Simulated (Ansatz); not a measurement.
**SiH₃ (doublet): wave-function methods side by side at distance H1–H2 along a hydrogen transfer = 1.384 Å, cc-pVTZ**

One table from this session's results is given with a row withheld; the runs are named, their logs left out.

The runs use Ansatz 0.2.0, Gaussian basis; cc-pVTZ, core rule «outside noble gas», up to 5 orbitals frozen.

To be run: UHF; CCSD(T) on ROHF; CCSD(T) on UHF; BCCD(T) on ROHF; CISD; CCSDT(Q) on ROHF; CCSDT(Q) on UHF; CASSCF and NEVPT2, 7 electrons in 7 orbitals.

5 further runs of the same task are left out: 5 that didn't finish.

### What is computed

The geometry derives from fragments relaxed apart (PBE0/def2-TZVP) and kept rigid, so it is no stationary point. A hydrogen atom is moved between rigid fragments.

4 atoms, charge 0, spin multiplicity 2.

Atoms are counted from 1 here; the program's logs count them from 0.

Bond lengths: H2–Si3 1.440 Å, Si3–H4 1.532 Å. Angles: H2–Si3–H4 105.0°.

Set-up of the first run:

Contents of in.yaml:

```yaml
crystal:
  periodic: [false, false, false]
  atoms:
    - {symbol: H, position_ang: [-2.698691, 0.047936, 0.000000]}
    - {symbol: H, position_ang: [-1.314691, 0.047936, 0.000000]}
    - {symbol: Si, position_ang: [0.125309, 0.047936, 0.000000]}
    - {symbol: H, position_ang: [0.521743, -1.431577, 0.000000]}
basis:
  gaussian: {orbitals: cc-pVTZ}
magnetization: {spin_polarized: true, initial_magnetization: 1}
hamiltonian: {xc: hf}
output: {orbitals: {seedname: orbitals}}
```

Launch:

```bash
ansatz run in.yaml --threads 1 --pin off --events-out ev --progress --plain --max-ram 2393MiB
```

Among the steps run: UHF; CCSD(T) on ROHF; CCSD(T) on UHF; BCCD(T) on ROHF; CISD; CCSDT(Q) on ROHF; CCSDT(Q) on UHF; CASSCF and NEVPT2, 7 electrons in 7 orbitals.

One table of the session follows, with a row left open; its other results are not shown here.

It belongs to the step «Misses and costs». 

```
        method  from UCCSDT(Q) (kcal/mol)
          ROHF                     +95.31
           UHF                     +88.81
          RMP2                     +22.21
          UMP2                     +25.23
          CISD                      +8.17
         RCCSD                      +3.33
         UCCSD                      +3.77
      RCCSD(T)                      +0.67
      UCCSD(T)                      +1.03
       BCCD(T)                      +0.66
        RCCSDT                      +0.09
        UCCSDT                      +0.14
     RCCSDT(Q)                      -0.02
     UCCSDT(Q)                          0
CASSCF valence                          ?
NEVPT2 valence                     +19.65
```

**Question.** Estimate the row for CASSCF valence.

The run gave: from UCCSDT(Q) (kcal/mol): +62.67. In the column «from UCCSDT(Q) (kcal/mol)» it lies between UMP2 (+25.23) and UHF (+88.81).

Limits of these values: The determinant is far from a pure spin state, so its energy mixes those of several spin states (harmless only where they are near-degenerate, as at dissociation). Restricted and unrestricted rows rest on different reference determinants; where their highest levels disagree by more than a few hundredths of an eV, they describe different states and don't form one ladder.
